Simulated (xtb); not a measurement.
CH4, SMILES C. All values are semi-empirical tight-binding results from xtb (GFN2-xTB unless named), good for trends rather than for accurate numbers. Geometry: GFN2-xTB.

```
Property                                        Value
--------------------------------------  -------------
point group as xtb finds it                        Td
orbital gap                                  17.35 eV
dipole moment                                  0.00 D
zero-point energy                       28.1 kcal/mol
G − E(el) at 298.15 K (modified RRHO)   17.3 kcal/mol
static polarisability (D4 model)           16.8 bohr³
solvation energy, GFN2-xTB/ALPB(water)   0.2 kcal/mol
solvation energy, GFN2-xTB/ALPB(ether)  -0.6 kcal/mol
```

Computed IR lines (harmonic; lines under 4 % of the strongest left out, lines within 3 cm⁻¹ merged):
ν (cm⁻¹): 1385 (s), 3103 (vs) (against the strongest line: vs over 80 %, s over 45 %, m over 15 %, w over 4 %, vw less)
